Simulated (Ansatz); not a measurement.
A calculation with Ansatz (development build ahead of 0.2.0).

```yaml
crystal:
  periodic: [false, false, false]
  atoms:
    - { symbol: Cl, position_ang: [-0.02227, -0.00014, -2.14821] }
    - { symbol: Mg, position_ang: [0.01805, -0.01713, 0.04337] }
    - { symbol: Cl, position_ang: [0.02817, 0.00799, 2.2335] }
basis:
  gaussian: { orbitals: aug-cc-pVDZ }
hamiltonian:
  xc: hf
correlation:
  method: mp2
  frozen_orbitals: { Cl: 5, Mg: 1 }
```

The input is written out in the form of the current development build from the run's settings.

Output:

```yaml
Converged: yes
Reference_energy: -1118.79301 hartree
Correlation_energy: -0.32375 hartree
Total_energy: -1119.11676 hartree
Spin_squared_of_the_determinant: 0.000
```
